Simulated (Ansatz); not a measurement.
The same path of CHO$_{2}$ (4 atoms, charge -1, multiplicity 1) was run twice with different band settings. The coordinate that changes most is the dihedral O1–C2–O3–H4.

The calculation used Ansatz, RKS revPBE-D4/def2-mTZVP.

Relaxed end points:

```xyz
4
Properties=species:S:1:pos:R:3
O -0.020 0.341 1.257
C 0.635 -0.362 0.465
O 0.083 -0.299 -0.906
H -0.698 0.319 -0.816
```

```xyz
4
Properties=species:S:1:pos:R:3
O 0.237 0.221 1.558
C 0.512 -0.264 0.471
O -0.553 0.255 -0.624
H -0.197 -0.213 -1.405
```

Common settings: spring 5.0 eV/Å²; optimiser quadratic models (default); start path through a guess of the saddle point; force threshold 0.05 eV/Å; iteration limit 60; end points relaxed.

| run | movable images | climbing image |
| --- | --- | --- |
| 1 | 7 | yes |
| 2 | 1 | no |

Question: What does each run give, and how far can it be trusted?

Answer: Run 1: converged after 10 iterations, highest image 0.409 eV above the first end. A vibrational analysis at the climbing image gives one clearly imaginary mode, 435i cm⁻¹: a first-order saddle point.
Run 2: converged after 8 iterations, highest image 0.409 eV above the first end. No image climbed, so the highest image needn't sit at the top of the path. So few images can step over the top or miss a turn of the path.
Limits of this set-up: an anion without diffuse functions.
